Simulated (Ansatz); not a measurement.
Program: Ansatz. Geometries: PBE0-D4/def2-TZVP. ΔE: electronic, gas phase. CCSD(T)/CBS adds triple-zeta CCSD(T) − MP2 to the extrapolated MP2 energy (def2 sets, frozen cores). Functionals use def2-TZVPP. HSE06 is defined as in plane-wave codes. One conformer a species, not always the lowest.

Reaction (isomerisation): `FC1=CCC1` → `C#CCCF`

Question: Is it downhill or uphill in electronic energy at CCSD(T)/CBS, and by how much? (Best estimate.)

Answer: Computed: Uphill: ΔE = +31.6 kJ/mol.

Question: What do these levels give: BLYP-D4, HSE06-D4, B2PLYP, CCSD/def2-SVP, SCS-MP2/def2-QZVPP, HF/CBS(def2)? (Best estimate.)

Answer: The calculation gave: BLYP-D4 26.2, HSE06-D4 60.4, B2PLYP 26.1, CCSD/def2-SVP 35.5, SCS-MP2/def2-QZVPP 24.2, HF/CBS(def2) 11.6 kJ/mol.

Largest T1 diagnostic among the species: 0.011.

In def2-TZVPP, CCSD(T) changes the Hartree–Fock value by +21.7 kJ/mol (the triples alone add +2.8 kJ/mol) and MP2 by +20.1 kJ/mol. Leaving LDA and LC-ωPBE aside and taking each functional with its dispersion term where it has one, the values spread over 34.3 kJ/mol, from B2PLYP to HSE06-D4. LDA lies +23.5 kJ/mol from PBE without D4. From r2SCAN to r2SCAN0 (25 % exact exchange), in def2-TZVPP and without D4, ΔE moves by +3.8 kJ/mol.
